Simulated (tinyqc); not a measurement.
RHF in the sto-6g basis, for H2O, spin multiplicity 1, step by step. One step of it, computed by the program tinyqc.

Problem. Orthogonalisation. S = U s U^T; symmetric (Loewdin) form X = U s^(-1/2) U^T, so that X^T S X = 1.

overlap S, lower triangle:
```
           1O 1s     1O 2s    1O 2px     1O 2py    1O 2pz     2H 1s     3H 1s
1O 1s   1.000000
1O 2s   0.231145  1.000000
1O 2px  0.000000  0.000000  1.000000
1O 2py  0.000000  0.000000  0.000000   1.000000
1O 2pz  0.000000  0.000000  0.000000   0.000000  1.000000
2H 1s   0.053590  0.467201  0.000000   0.297465  0.248419  1.000000
3H 1s   0.053590  0.467201  0.000000  -0.297465  0.248419  0.259808  1.000000
```

Give: eigenvalues of S; X.

Solution.

eigenvalues of S: 0.3514  0.4298  0.8846  1.0000  1.0949  1.3104  1.9289

X, lower triangle:
```
          1O 1s    1O 2s  1O 2px   1O 2py   1O 2pz    2H 1s   3H 1s
1O 1s    1.0228
1O 2s   -0.1380   1.2352
1O 2px   0.0000   0.0000  1.0000
1O 2py   0.0000   0.0000  0.0000   1.1033
1O 2pz  -0.0095   0.1119  0.0000   0.0000   1.0584
2H 1s    0.0196  -0.2871  0.0000  -0.2202  -0.1503   1.2025
3H 1s    0.0196  -0.2871  0.0000   0.2202  -0.1503  -0.0931  1.2025
```
